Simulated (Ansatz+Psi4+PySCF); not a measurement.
The numbers below are computed, except where a source is named.
## PySCF 2.14.0 run

```python
from pyscf import gto, scf, mp

# the (T+d) and (D+d) sets load through basis_set_exchange
mol = gto.M(atom="""
P 0.008670 -0.004450 0.126880
H -0.004040 1.208840 -0.627170
H 1.048560 -0.603580 -0.626630
H -1.033080 -0.593050 -0.624550
""", basis={'H': 'cc-pvtz', 'P': 'cc-pv(t+d)z'}, charge=1, spin=1)
mf = scf.UHF(mol)
mf.kernel()
pt = mp.MP2(mf, frozen=5).run()
print(mf.e_tot, pt.e_corr, pt.e_tot)
```

The script is written out from the run's settings.

Output:

- Converged: yes
- Reference energy: -342.14642 hartree
- Correlation energy: -0.13294 hartree
- Total energy: -342.27935 hartree
- Spin squared of the determinant: 0.755

Messages of the program:
```
WARN: HOMO -0.29570401900212 >= LUMO -0.29570401900212
WARN: HOMO -0.29570401900212 >= LUMO -0.29570401900212
```
